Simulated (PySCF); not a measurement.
**Electron affinity of F by level of theory**

F⁻ [Ne] (1S) → F [He] 2s2 2p5 (2P), as a difference of total energies. All numbers are calculated (PySCF 2.14, the non-relativistic Hamiltonian (point nucleus), in def2-TZVPPD). Correlated levels: valence: 1s2 frozen; valence and next inner shell: nothing frozen. The calculations carry no spin-orbit coupling.

```
                                method  electron affinity (eV)
                                   UHF                   1.189
                                   LDA                   4.136
                                   PBE                   3.668
                                  PBE0                   3.246
                                r2SCAN                   3.316
                               wB97M-V                   3.362
                                 B3LYP                   3.534
                             BHandHLYP                   2.908
                               r2SCANh                   3.198
                         MP2 (valence)                   3.580
                     SCS-MP2 (valence)                   3.392
    MP2 (valence and next inner shell)                   3.586
SCS-MP2 (valence and next inner shell)                   3.395
```

**Question.** How much does correlation contribute at MP2 (valence and next inner shell)?

**Answer.** 3.586 − (1.189) = 2.397 eV, measured against UHF.

A first-order spin-orbit estimate (lowest level to lowest level, LS coupling) adds -0.017 eV.

Errors of the correlated levels include the incompleteness of this basis and the frozen core.

In the anion the highest occupied orbital energy is positive at LDA, PBE, r2SCAN, r2SCANh, a self-interaction effect; the basis confines that electron, and the energy difference can still be sensible.

For comparison: 3.401 eV (measured; photodetachment measurements, as compiled on the Wikipedia data page of electron affinities).
